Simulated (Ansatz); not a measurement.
**SiH$_{2}$, singlet: the ladder up to full CI**

Geometry: a point of a stretch scan, not a stationary point.

```json
{"atom": "Si", "x (Å)": "0.0000", "y (Å)": "-0.0672", "z (Å)": "-0.0044"}
{"atom": "H", "x (Å)": "0.0000", "y (Å)": "0.8710", "z (Å)": "-0.9626"}
{"atom": "H", "x (Å)": "0.0000", "y (Å)": "1.0002", "z (Å)": "1.0856"}
```

Basis cc-pVDZ; Ansatz 0.2.0. Only valence electrons are correlated (noble-gas cores frozen), which leaves 6 electrons in 23 orbitals. R marks a restricted (for open shells ROHF) determinant, U an unrestricted one. Active spaces: pair = (2e, 2o) about the gap; valence = (6e, 6o) chosen from the atoms' valence shells.

Full CI is exact within this basis and frozen core; it isn't the basis-set limit. The frozen core follows each run's orbitals, which can shift R against U totals by a few meV.

```
UHF ⟨S²⟩                          : 0.414
T1 diagnostic (RCCSD)             : 0.0131
largest doubles amplitude (RCCSD) : 0.112
```

```
   level  E − E(RHF) (eV)
    RMP2          -2.3994
   RCCSD          -3.1645
RCCSD(T)          -3.2226
```

(1) Estimate how far full CI in cc-pVDZ lies from RCCSD(T). The table doesn't fix it; the size of (T) and the diagnostics are the guide.

(1) Full CI in cc-pVDZ lies 1.8 kJ/mol below RCCSD(T), which is 32 % of the (T) step (-5.6 kJ/mol). RHF is unstable towards spin polarisation, and the rest is a large part of (T).

The other levels:

```
                   level  E − E(full CI) (kJ/mol)  share of correlation (%)  wall time
                    CISD                     20.5                     93.45     0.39 s
                 BCCD(T)                      1.8                     99.43     0.24 s
                  RCCSDT                      0.3                     99.90          –
               RCCSDT(Q)                      0.1                     99.98     0.66 s
                 RCCSDTQ                      0.0                    100.00      4.2 s
     CASSCF (pair space)                    260.3                     16.77          –
     NEVPT2 (pair space)                     71.3                     77.21      0.3 s
  CASSCF (valence space)                    189.5                     39.42          –
  NEVPT2 (valence space)                     62.3                     80.08     0.42 s
  MRCISD (valence space)                      8.4                     97.33          –
MRCISD+Q (valence space)                      0.9                     99.71     0.72 s
```

The correlation energy at full CI, counted from RHF, is -3.241 eV. That run took 4.7 s on 1 thread of Arm Neoverse V1, shared host over 1,573,121 determinants.

Run but not shown, since their state or frozen core can't be matched to the reference's or they repeat it: UHF.

Times hold each run's SCF and search for its determinant on a shared host, so for small cases they say little of a method's own cost; they ran on 1 thread of Arm Neoverse V1.

The full-CI state has the irrep A' of Cs, in the program's axes.

Natural occupations of full CI about the gap: 1.964 1.950 1.891 0.070 0.039 0.019 0.013 0.009 0.008 0.008; effectively unpaired electrons, Σ n²(2−n)², 0.08.
